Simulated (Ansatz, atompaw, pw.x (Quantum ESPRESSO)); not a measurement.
Equation-of-state test of one PAW (atompaw) potential (Ru)

* Element: ruthenium (Ru)
* Generator: atompaw 4.2.0.5
* Type: PAW
* Functional: LDA (PW92)
* Relativity: scalar-relativistic
* Frozen core: [Ar] 3d10
* Valence charge: 16
* Reference configuration: 4s2 4p6 4d7 5s1 5p0
* Partial waves: 4s (bound): rc 1.35 bohr; 5s (bound): rc 2.40 bohr; 4p (bound): rc 1.30 bohr; 5p (bound, empty): rc 2.40 bohr; 4d (bound): rc 2.40 bohr; 4d channel at 3.55 Ry: rc 2.40 bohr
* Local potential: troulliermartins scheme with l = 3 at 1 Ry, radius 2.25 bohr
* Core correction: smooth core density matched at 1.50 bohr
* Augmentation charge: sinc compensation charge, radius 2.40 bohr; PAW radius 2.40 bohr; waves and projectors: custom rrkj gramschmidtortho

Atomic tests: cutoffs needed: 45 Ry and 80 Ry (the cutoffs (Ry, on a coarse ladder) from which the occupation-weighted sum of valence levels, in a spherical-Bessel basis at the reference potential, stays within 10 and 1 mRy of its value at 400 Ry); ghost test: no extra level below or beside the all-electron valence levels (s, p, d, f tested) (spherical-Bessel basis up to 400 Ry, 20 bohr box); lowest eigenvalue of the overlap operator: 0.32 (s channel).

Crystal test: bcc Ru in pw.x 7.5, no spin, 15³ k-points, Fermi–Dirac smearing 0.01 Ry, cutoffs 100/900 Ry. The reference is all-electron LAPW (Ansatz 0.2.0) with the same functional, mesh and smearing; V0 and B0 come from Birch–Murnaghan fits to the pressures at five volumes. Errors are pseudo minus all-electron; Δ is the rms difference of the E(V) curves that follow from these fits, minima aligned, over ±6 % about the mean V0. Mesh and smearing are coarse, so the numbers serve the comparison and aren't converged zero-temperature values; the lattice is a test structure that the element need not adopt.

```json
{"V (Å³/atom)": "12.846", "P all-electron (GPa)": "19.28", "P pseudo (GPa)": "19.25"}
{"V (Å³/atom)": "13.184", "P all-electron (GPa)": "9.10", "P pseudo (GPa)": "9.09"}
{"V (Å³/atom)": "13.522", "P all-electron (GPa)": "0.29", "P pseudo (GPa)": "0.02"}
{"V (Å³/atom)": "13.860", "P all-electron (GPa)": "-7.33", "P pseudo (GPa)": "-7.71"}
{"V (Å³/atom)": "14.198", "P all-electron (GPa)": "-13.92", "P pseudo (GPa)": "-14.23"}
```

All-electron: a0 = 3.003 Å (V0 = 13.53 Å³/atom), B0 = 326.0 GPa.

Pseudopotential: mean pressure error (GPa): -0.20; a0 (Å): 3.002; a0 error (%): -0.02; B0 error (%): +1.4; Δ (meV/atom): 0.7.

Q: At the middle volume, how do free energy and pressure move when the wave cutoff is lowered (ecutrho held at 900 Ry)?

A:

| cutoff (Ry) | shift of F (meV/atom) | shift of P (GPa) |
| --- | --- | --- |
| 45 | +99.9 | -7.39 |
| 60 | +29.8 | -0.32 |
| 80 | +8.7 | -0.54 |

The 8 pw.x runs together took about 2.5 min on one core of a shared server CPU.
